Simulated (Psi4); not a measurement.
# BCl2 (SMILES Cl[B]Cl): UTPSSh/def2-TZVP

What is the vertical ionisation energy of BCl2 at UTPSSh/def2-TZVP? 

The results are computed with Psi4 1.11.

2 further runs of the same task are left out: 2 set aside as unsound or not needed.

### Step 1. The molecule

The species is BCl2 (3 atoms), meant as a doublet with charge 0. SMILES: `Cl[B]Cl`. The coordinates come from a PBE0-D4/def2-TZVP relaxation.

Bond lengths: Cl1–B2 1.720 Å, B2–Cl3 1.720 Å. Angles: Cl1–B2–Cl3 125.4°.

### Step 2. Energy and forces at UTPSSh/def2-TZVP

Input file bcl2.inp:

```
memory 1600 mb

molecule m {
  0 2
  Cl     0.371500    -1.525600     0.030000
  B     -0.463900    -0.050300    -0.256900
  Cl     0.081500     1.511100     0.213700
  symmetry c1
  no_reorient
  no_com
}

set {
  basis def2-TZVP
  reference uks
  puream true
  e_convergence 1e-09
  d_convergence 1e-08
  scf_type pk
  dft_radial_points 99
  dft_spherical_points 590
  maxiter 100
}

e_tot, wfn = gradient("tpssh", return_wfn=True)
oeprop(wfn, "DIPOLE", "MULLIKEN_CHARGES", "QUADRUPOLE")
print_variables()
```

On the command line:

```
$ psi4 bcl2.inp bcl2.out -n 1
```

bcl2.out:

```text
[...]
  Running in c1 symmetry.
[...]
  Nuclear repulsion =  102.359078461763886
[...]
  Multiplicity = 2
[...]
  Nalpha       = 20
  Nbeta        = 19
[...]
    Number of basis functions: 105
[...]
   @UKS iter   1:  -945.24105451641526   -4.64635e-02   4.29200e-03 DIIS/ADIIS
[...]
   @UKS iter  12:  -945.32196013414250   -2.50111e-12   5.05136e-09 DIIS
[...]
   @S^2 Observed:                7.536935921E-01
[...]
    Orbital Energies [Eh]
    ---------------------
    Alpha Occupied:
       1A   -101.404117     2A   -101.404110     3A     -9.407158
       4A     -9.407149     5A     -7.152662     6A     -7.152654
       7A     -7.147850     8A     -7.147841     9A     -7.146422
      10A     -7.146413    11A     -6.810218    12A     -0.862484
      13A     -0.831828    14A     -0.506956    15A     -0.434297
      16A     -0.386856    17A     -0.383016    18A     -0.338950
      19A     -0.328115    20A     -0.214221
    Alpha Virtual:
      21A     -0.088940    22A      0.050115    23A      0.057417
      24A      0.084253    25A      0.115792    26A      0.119569
[...]
  @UKS Final Energy:  -945.32196013414250
   => Energetics <=
    Nuclear Repulsion Energy =            102.3590784617638860
    One-Electron Energy =               -1507.1841705054109752
    Two-Electron Energy =                 514.2131590263780936
    DFT Exchange-Correlation Energy =     -54.7100271168734693
    Empirical Dispersion Energy =           0.0000000000000000
    VV10 Nonlocal Energy =                  0.0000000000000000
    Total Energy =                       -945.3219601341425005
[...]
  -Total Gradient:
     Atom            X                  Y                   Z
    ------   -----------------  -----------------  -----------------
       1       -0.002180826724     0.004130129999    -0.000717668377
       2        0.003546613233     0.000201700987     0.001943471918
       3       -0.001363891872    -0.004331713417    -0.001224764217
[...]
 Multipole Moments:
 ------------------------------------------------------------------------------------
     Multipole            Electronic (a.u.)      Nuclear  (a.u.)        Total (a.u.)
 ------------------------------------------------------------------------------------
 L = 1.  Multiply by 2.5417464519 to convert [e a0] to [Debye]
 Dipole X            :        -10.0553369           10.1695611            0.1142242
 Dipole Y            :          0.9480959           -0.9410836            0.0070123
 Dipole Z            :         -5.3389427            5.4015932            0.0626505
 Magnitude           :                                                    0.1304662
 L = 2.  Multiply by 1.3450342976 to convert [e a0^2] to [Debye ang]
 Quadrupole XX       :        -35.8372272           12.6242232          -23.2130040
 Quadrupole XY       :         26.4526998          -26.5138240           -0.0611242
[...]
  Mulliken Charges: (a.u.)
   Center  Symbol    Alpha    Beta     Spin     Total
       1    CL     8.56167  8.50436  0.05732 -0.06603
       2     B     2.87663  1.99126  0.88537  0.13211
       3    CL     8.56170  8.50438  0.05732 -0.06607
   Total alpha = 20.00000, Total beta = 19.00000, Total charge = -0.00000
  Variable Map:
  ----------------------------------------------------------------------------
  "CURRENT ENERGY"              =>    -945.321960134143
  "CURRENT REFERENCE ENERGY"    =>    -945.321960134143
  "DD SOLVATION ENERGY"         =>       0.000000000000
[...]
```

It took 56 s on 1 thread of Intel Xeon Platinum 8259CL at 2.50GHz (Skylake/Cascade Lake), shared host; peak memory 0.66 GiB.

### Step 3. The singlet cation, same level

Input file bcl2.xyz:

```xyz
3
BCl2
Cl     0.371500    -1.525600     0.030000
B     -0.463900    -0.050300    -0.256900
Cl     0.081500     1.511100     0.213700
```

Input file job.py:

```python
import psi4

psi4.set_memory('1600 MB')
psi4.set_num_threads(1)
psi4.set_output_file('run.log', False)

with open('bcl2.xyz') as f:
    atoms = ''.join(f.readlines()[2:])
m = psi4.geometry('1 1\n' + atoms + 'symmetry c1\nno_reorient\nno_com')

psi4.set_options({
    'basis': 'def2-TZVP',
    'reference': 'rks',
    'puream': True,
    'e_convergence': 1e-09,
    'd_convergence': 1e-08,
    'scf_type': 'pk',
    'dft_radial_points': 99,
    'dft_spherical_points': 590,
})

e_tot, wfn = psi4.gradient("tpssh", molecule=m, return_wfn=True)
print('gradient / Eh bohr^-1')
print(e_tot.np.round(6))
print(f'energy = {wfn.energy():.10f} Eh')
```

On the command line:

```
$ python job.py
```

run.log:

```text
[...]
  Running in c1 symmetry.
[...]
  Nuclear repulsion =  102.359078461763886
[...]
  Multiplicity = 1
[...]
  Nalpha       = 19
  Nbeta        = 19
[...]
    Number of basis functions: 105
[...]
   @RKS iter   1:  -944.97317669545907    2.21414e-01   3.15403e-03 ADIIS/DIIS
[...]
   @RKS iter  11:  -944.99847094293966   -1.02318e-12   6.71461e-10 DIIS
[...]
    Orbital Energies [Eh]
    ---------------------
    Doubly Occupied:
       1A   -101.680351     2A   -101.680343     3A     -9.679422
       4A     -9.679414     5A     -7.426364     6A     -7.426357
       7A     -7.419219     8A     -7.419211     9A     -7.418551
      10A     -7.418542    11A     -7.141803    12A     -1.119169
      13A     -1.088259    14A     -0.759661    15A     -0.692567
      16A     -0.632061    17A     -0.631107    18A     -0.583452
      19A     -0.572453
[...]
  @RKS Final Energy:  -944.99847094293966
   => Energetics <=
    Nuclear Repulsion Energy =            102.3590784617638860
    One-Electron Energy =               -1496.7539834702695316
    Two-Electron Energy =                 503.7791177244109235
    DFT Exchange-Correlation Energy =     -54.3826836588449467
    Empirical Dispersion Energy =           0.0000000000000000
    VV10 Nonlocal Energy =                  0.0000000000000000
    Total Energy =                       -944.9984709429396617
[...]
 Multipole Moments:
 ------------------------------------------------------------------------------------
     Multipole            Electronic (a.u.)      Nuclear  (a.u.)        Total (a.u.)
 ------------------------------------------------------------------------------------
 L = 1.  Multiply by 2.5417464519 to convert [e a0] to [Debye]
 Dipole X            :        -10.4672734           10.1695611           -0.2977122
 Dipole Y            :          0.8820504           -0.9410836           -0.0590332
 Dipole Z            :         -5.5694736            5.4015932           -0.1678805
 Magnitude           :                                                    0.3468448
[...]
  -Total Gradient:
     Atom            X                  Y                   Z
    ------   -----------------  -----------------  -----------------
       1        0.042982635567    -0.024117573051     0.020572948130
       2       -0.080879959169    -0.005058898688    -0.044372094976
       3        0.037900221249     0.029176651021     0.023800736325
[...]
```

On the terminal:

```text
gradient / Eh bohr^-1
[[ 0.042983 -0.024118  0.020573]
 [-0.08088  -0.005059 -0.044372]
 [ 0.0379    0.029177  0.023801]]
energy = -944.9984709429 Eh
```

Wall time 40 s (1 thread of Intel Xeon Platinum 8259CL at 2.50GHz (Skylake/Cascade Lake), shared host); peak memory 0.66 GiB.

### Step 4. Results

Level: UTPSSh/def2-TZVP.

| quantity | value |
| --- | --- |
| doublet BCl2: total energy | -945.32196 Eh |
| doublet BCl2: dipole moment | 0.33 D |
| doublet BCl2: HOMO energy (highest over α and β) | -5.83 eV |
| doublet BCl2: LUMO energy (lowest over α and β) | -2.54 eV |
| doublet BCl2: ⟨S²⟩ | 0.754 |
| doublet BCl2: largest force on an atom | 0.243 eV/Å |
| singlet cation: total energy | -944.99847 Eh |
| singlet cation: HOMO energy | -15.58 eV |
| singlet cation: LUMO energy | -11.45 eV |
| singlet cation: HOMO–LUMO gap | 4.13 eV |
| singlet cation: largest force on an atom | 4.751 eV/Å |
| vertical ionisation energy (to the singlet cation) | 8.803 eV |

Removing an electron at fixed nuclei costs 8.80 eV (849 kJ/mol). Only the singlet of the ionised species was computed; a triplet could lie lower. Mulliken charges (doublet BCl2) run from -0.07 on Cl3 to +0.13 on B2; they depend strongly on the basis.
